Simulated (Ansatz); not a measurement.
# SiB2H6 (SMILES B[SiH2]B): single points off equilibrium

The task here is to estimate one member of a computed series from the others.

The runs use Ansatz 0.2.0, Gaussian basis; single points in def2-TZVPP.

Cores are frozen in the correlated methods.

## The starting structure

SMILES `B[SiH2]B`, 9 atoms, charge 0, spin multiplicity 1.

Atoms are counted from 1 here; the program's logs count them from 0.

Bond lengths: B1–Si2 1.926 Å, B1–H4 1.388 Å, B1–H5 1.208 Å, Si2–B3 1.958 Å, Si2–H6 1.444 Å, Si2–H7 1.668 Å, B3–H8 1.408 Å, B3–H9 1.212 Å. Angles: Si2–B1–H4 118.8°, Si2–B1–H5 132.5°, H4–B1–H5 103.5°, B1–Si2–B3 101.0°, B1–Si2–H6 117.1°, B1–Si2–H7 121.3°, B3–Si2–H6 103.5°, B3–Si2–H7 112.1°, H6–Si2–H7 100.9°, Si2–B3–H8 130.8°, Si2–B3–H9 134.0°, H8–B3–H9 95.1°.

Geometry (Å):

```xyz
9

B    -1.00830    0.66940   -1.02860
Si    0.65810    0.51130   -0.07690
B     0.23100   -0.92310    1.18600
H    -1.31750   -0.27620   -1.99590
H    -2.08530    1.11930   -0.71870
H     1.03300    1.61250    0.77830
H     2.09260    0.23270   -0.88040
H     0.61350   -2.27820    1.20310
H    -0.37360   -0.96800    2.23500
```

The first run:

Contents of run/in.yaml:

```yaml
crystal:
  periodic: [false, false, false]
  atoms:
    - {symbol: B, position_ang: [-1.008300, 0.669400, -1.028600]}
    - {symbol: Si, position_ang: [0.658100, 0.511300, -0.076900]}
    - {symbol: B, position_ang: [0.231000, -0.923100, 1.186000]}
    - {symbol: H, position_ang: [-1.317500, -0.276200, -1.995900]}
    - {symbol: H, position_ang: [-2.085300, 1.119300, -0.718700]}
    - {symbol: H, position_ang: [1.033000, 1.612500, 0.778300]}
    - {symbol: H, position_ang: [2.092600, 0.232700, -0.880400]}
    - {symbol: H, position_ang: [0.613500, -2.278200, 1.203100]}
    - {symbol: H, position_ang: [-0.373600, -0.968000, 2.235000]}
basis:
  gaussian: {orbitals: def2-TZVPP}
correlation: {method: ccsd_t}
output: {forces: true}
```

The command line of these runs was not kept.

Steps of the session up to this table: CCSD(T)/def2-TZVPP; PBE0-D4/def2-TZVPP; wB97M-V/def2-TZVPP; r2SCAN-D4/def2-TZVPP; PBE-D4/def2-TZVPP; B97M-V/def2-TZVPP; CAM-B3LYP-D4/def2-TZVPP.

One table of the session follows, with a row left open; its other results are not shown here.

```
      method  RMS force component (eV/Å)  angle to CCSD(T) forces (°)  dipole (D)
     CCSD(T)                       1.684                    reference        0.78
     PBE0-D4                           ?                            ?           ?
     wB97M-V                       1.668                          2.5        0.82
   r2SCAN-D4                       1.597                          3.0        0.71
      PBE-D4                       1.500                          5.0        0.64
      B97M-V                       1.548                          3.6        0.81
CAM-B3LYP-D4                       1.652                          2.3        0.79
```

Q: Estimate the row for PBE0-D4 from the others.

The run gave: RMS force component (eV/Å): 1.608; angle to CCSD(T) forces (°): 2.6; dipole (D): 0.71. In the column «RMS force component (eV/Å)» it lies between r2SCAN-D4 (1.597) and CAM-B3LYP-D4 (1.652).
